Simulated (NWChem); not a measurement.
**difluoromethane (CH2F2)**

```xyz
5

F      1.0958     0.0000     0.2872
C      0.0000     0.0000    -0.4910
F     -1.0958     0.0000     0.2872
H      0.0000    -0.9137    -1.1116
H      0.0000     0.9137    -1.1116
```
Charge 0, spin multiplicity 1.

All runs are NWChem calculations. Structure: optimised with PBE0/def2-SVP, a minimum by its harmonic frequencies.

Symmetry labels belong to the abelian group C2v used in the runs, with the axes of the coordinates shown.

**Question.** List the lowest 4 singlet excitations that TD-BHandHLYP/def2-SVPD gives, with oscillator strengths.

**Answer.** 
```csv
state,symmetry,energy (eV),wavelength (nm),f
1,b2,9.96,124,0.050
2,a2,10.70,116,0.000
3,b2,11.27,110,0.017
4,a1,11.66,106,0.093
```
